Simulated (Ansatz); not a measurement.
System: 1T (CdI2-type) SnSe₂. Method: r²SCAN-D4 (PAW; Ansatz, a program for electronic structure).

Run with plane-wave cutoff 500 eV, 12×12×6 k mesh (along the axes of the cell as run), Fermi–Dirac smearing 0.05 eV, scalar-relativistic PAW data made under PBE.

Computed at the level's own relaxed cell.

Problem. Estimate the equilibrium volume per atom, equilibrium lattice constant a and c axis length that the calculation returns.

Solution. 
- equilibrium volume per atom = 26.59 Å³/atom
- equilibrium lattice constant a = 3.829 Å
- c axis length = 6.284 Å

Measured, for comparison: lattice parameter c 6.14 Å (temperature not stated, no zero-point or thermal correction; as tabulated in Gonzalez and Oleynik (2016), arXiv:1609.04381). Computed (rounded) less measured: lattice parameter c +2.3 %.

Spin–orbit coupling is not included.

Static lattice: no zero-point or thermal effects.
